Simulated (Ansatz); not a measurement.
Computed with Ansatz on PBE0-D4/def2-TZVP structures; ΔE is electronic, products minus reactants. CCSD(T)/CBS adds triple-zeta CCSD(T) − MP2 to the extrapolated MP2 energy (def2 sets, frozen cores). This one scheme is used for every species. Each species was taken in one conformer, which may not be the lowest.

`CO/C=C/O` + H₂ → `C=COC` + H₂O  (hydrogenolysis of a C–O bond)

```tsv
species	MP2/def2-QZVPP energy (Eh)
`CO/C=C/O`	-267.93425
H₂	-1.16658
`C=COC`	-192.79730
H₂O	-76.34932
```

**Question.** Work out ΔE.

**Answer.** ΔE = (-192.79730) + (-76.34932) − (-267.93425) − (-1.16658) = -0.04579 Eh = -1.25 eV. CCSD(T)/CBS gives -1.23 eV.

Largest T1 diagnostic among the species: 0.012.

The D4 term adds +0.03 eV with B3LYP and +0.02 eV with PBE0; it sums over pairs of atoms, weighted by their polarisabilities, and B3LYP, whose exchange is more repulsive, gets the larger term. In def2-TZVPP, CCSD(T) changes the Hartree–Fock value by +0.11 eV (the triples alone add +0.04 eV) and MP2 by +0.08 eV. From PBE to PBE0 (25 % exact exchange), in def2-TZVPP and without D4, ΔE moves by −0.07 eV.

B3LYP here is the variant with VWN-RPA as its local correlation; programs differ in this.
